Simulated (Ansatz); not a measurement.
We consider diamond-structure Ge, described by LDA (Ansatz, a first-principles code, PAW).

Run with plane-wave cutoff 520 eV, 20×20×20 k mesh, Fermi–Dirac smearing 0.05 eV, scalar-relativistic PAW data made under PBE.

The cell has the measured lattice: a = 5.658 Å, b = 5.658 Å, c = 5.658 Å, α = 90.00°, β = 90.00°, γ = 90.00°.

Q: Estimate the elastic constant C44, polycrystal shear modulus (Hill average), elastic constant C12 and elastic constant C11 that the calculation returns.

A: 
- elastic constant C44 = 59.6 GPa
- polycrystal shear modulus (Hill average) = 49.1 GPa
- elastic constant C12 = 41.0 GPa
- elastic constant C11 = 114 GPa

Measured, for comparison: elastic constant C44 68 GPa, elastic constant C12 49 GPa, elastic constant C11 131 GPa (low temperature, zero-point motion not removed; as tabulated in Tanner et al. (2021), arXiv:2110.11888). Computed (rounded) less measured: elastic constant C44 -12 %, elastic constant C12 -16 %, elastic constant C11 -13 %.

Note: the solid has no gap at this level, which affects its response; the cell isn't this level's own, so it is under some stress, which shifts stiffness and frequencies.

Elastic constants are with the ions relaxed.

Cost on a shared machine: roughly 12 core-minutes.
